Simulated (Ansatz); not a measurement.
in.yaml

```yaml
crystal:
  periodic: [false, false, false]
  atoms:
    - {symbol: N, position_ang: [-2.077666, 0.025300, -0.018825]}
    - {symbol: H, position_ang: [-2.374946, 0.993134, -0.018825]}
    - {symbol: H, position_ang: [-2.374945, -0.376999, 0.861435]}
    - {symbol: H, position_ang: [-0.343666, 0.025300, -0.018825]}
    - {symbol: Si, position_ang: [1.096334, 0.025300, -0.018825]}
    - {symbol: H, position_ang: [1.708514, -0.848984, 1.071187]}
    - {symbol: H, position_ang: [1.708514, -0.848984, -1.108837]}
basis:
  gaussian: {orbitals: cc-pVDZ}
correlation: {method: sc_nevpt2, electrons: outside_noble_gas, active_space: {window: {electrons: 8, orbitals: 8}}}
```

```sh
$ ansatz run in.yaml --threads 1 --pin off --events-out ev --progress --plain --max-ram 2393MiB
```

Problem. Roughly how long does this take on 1 thread of Intel Xeon 6975P-C, shared host, and how much host memory?

Solution. 11 s wall and 0.2 GiB.

```
534 factors; integrals over basis functions are off by at most 1.5e-3 eV
mean field evaluation 1: about -9411.1735 eV, gradient 4.1e1 eV
mean field evaluation 2: about -9411.1741 eV, gradient 4.1e1 eV
mean field evaluation 4: about -9416.2556 eV, gradient 6.8e0 eV
mean field evaluation 8: about -9416.6869 eV, gradient 1.0e-1 eV
mean field evaluation 16: about -9414.4004 eV, gradient 2.4e1 eV
mean field -9416.68675896 eV, -346.0568555323 hartree, gradient 2.7e-6 eV, S^2 0.000000; 2 other end points of the search recorded, 0 dependent functions left out; unrestricted orbitals would lower it
reference -9416.68675896 eV, -346.0568555323 hartree; 13, 13 occupied and 44, 44 virtual orbitals, 534 factors
state -9421.41254504 eV, -346.2305249673 hartree
state -9421.41254504 eV, -346.2305249673 hartree; corrected -9426.38471307 eV, -346.4132487723 hartree
state -9421.12800828 eV, -346.2200684342 hartree
state -9421.12800828 eV, -346.2200684342 hartree; corrected -9426.31869042 eV, -346.4108224847 hartree
state -9421.41254504 eV, -346.2305249673 hartree; corrected -9426.38471307 eV, -346.4132487723 hartree
state -9420.69861372 eV, -346.2042884754 hartree
state -9420.69861372 eV, -346.2042884754 hartree; corrected -9426.46801708 eV, -346.4163101383 hartree
state -9420.69861372 eV, -346.2042884754 hartree; corrected -9426.46801708 eV, -346.4163101383 hartree
the orbitals are reached from a further start. From the first start the search ends at -9421.41252690 eV, -346.2305243009 hartree
WARN: the results are in doubt because another end's mean lies 0.714 eV lower, and its corrected mean 0.083 eV higher
Total energy: -9426.46801708 eV, -346.4163101383 hartree
In doubt: another end's mean lies 0.714 eV lower, and its corrected mean 0.083 eV higher
```

Natural occupations: 1.9859 1.9760 1.9713 1.3125 0.6887 0.0255 0.0240 0.0162.
